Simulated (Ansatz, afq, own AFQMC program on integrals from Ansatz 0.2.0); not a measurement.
**HCl + F, doublet in cc-pVTZ along one coordinate**

```yaml
atoms:
  - { symbol: Cl, position_ang: [0.0000, 0.0000, -1.2426] }
  - { symbol: H, position_ang: [0.0000, 0.0000, 0.0362] }
  - { symbol: F, position_ang: [0.0000, 0.0000, 1.2064] }
```

A hydrogen atom is moved from one rigid fragment to the other; the Cl1–H2 distance tells how far. The two fragments are held close together, so this isn't a minimum-energy path and the start is a compressed complex. Energies in kJ/mol count from this geometry (1.279 Å) at the same level; the start stands on UHF, each point on the determinant named.

Basis cc-pVTZ. Noble-gas cores (and the filled d shells of Ga–Kr and In–Xe) are frozen. Integrals, coupled cluster, full CI and functionals: Ansatz 0.2.0; the random walks run on the same integrals in our own AFQMC program. The CISD trial takes its coefficients from CCSD amplitudes. Released means that phaseless walkers are propagated on without the constraint, phases kept. ± is one standard error of the sampling.

Cautions, each for one point or more: the ph-AFQMC/CISD walk drifts between its halves; the search met a lower determinant of the same kind, perhaps of another symmetry.

```csv
r(Cl1–H2) / Å,det.,T1,weight,⟨S²⟩,PBE,B3LYP,CCSD(T)
1.356,UHF,0.021,0.87,0.80,-26.8,-24.9,-26.7
1.395,UHF,0.015,0.88,0.79,–,-36.2,-41.4
1.433,UHF,0.012,0.88,0.78,–,-46.3,-55.6
1.472,UHF†,0.014,0.88,0.76,-51.3,-54.8,-70.9
1.549,UHF†,0.011,0.89,0.76,-47.7,-59.1,-89.0
```

Question: Estimate the curve of CCSDT(Q), counted from the same start.

Answer: 
```json
{"r(Cl1–H2) / Å": "1.356", "det.": "UHF", "T1": "0.021", "weight": "0.87", "⟨S²⟩": "0.80", "CCSDT(Q)": "-26.6", "ph-AFQMC/CISD": "-26.5 ± 0.8", "released AFQMC": "–"}
{"r(Cl1–H2) / Å": "1.395", "det.": "UHF", "T1": "0.015", "weight": "0.88", "⟨S²⟩": "0.79", "CCSDT(Q)": "-41.0", "ph-AFQMC/CISD": "-41.2 ± 0.8", "released AFQMC": "-39.0 ± 1.4*"}
{"r(Cl1–H2) / Å": "1.433", "det.": "UHF", "T1": "0.012", "weight": "0.88", "⟨S²⟩": "0.78", "CCSDT(Q)": "-55.0", "ph-AFQMC/CISD": "-57.4 ± 0.8", "released AFQMC": "-53.4 ± 1.3*"}
{"r(Cl1–H2) / Å": "1.472", "det.": "UHF†", "T1": "0.014", "weight": "0.88", "⟨S²⟩": "0.76", "CCSDT(Q)": "-69.8", "ph-AFQMC/CISD": "-73.2 ± 0.7", "released AFQMC": "–"}
{"r(Cl1–H2) / Å": "1.549", "det.": "UHF†", "T1": "0.011", "weight": "0.89", "⟨S²⟩": "0.76", "CCSDT(Q)": "-87.5", "ph-AFQMC/CISD": "-90.1 ± 0.7", "released AFQMC": "–"}
```

Weight is that of the determinant in the CISD state; at the start T1 is 0.027 and the weight 0.86, and ⟨S²⟩ is 0.78. An asterisk marks released energies that aren't shown to be converged. A dagger marks points whose determinant fills other symmetries than the start's, so the wave-function levels may follow another state there, or a degenerate partner. A dash marks a missing value, a released energy that hasn't settled or a functional that sits on another state. Largest departures from CCSDT(Q), at the points where its series has closed: CCSD(T) -1.4 kJ/mol at 1.549 (on UHF), ph-AFQMC/CISD -3.3 kJ/mol at 1.472 (on UHF), B3LYP 8.6 kJ/mol at 1.433. Functionals count only at points shown to share the start's state and spin. In total energy ph-AFQMC/CISD lies 43 ± 6 meV above CCSDT(Q) at the start, so its agreement along the curve rests in part on cancellation.

A walk keeps the symmetry of its determinant, which the program's search chose and which needn't be the lowest solution, so a lower state of the same spin and another symmetry isn't excluded.
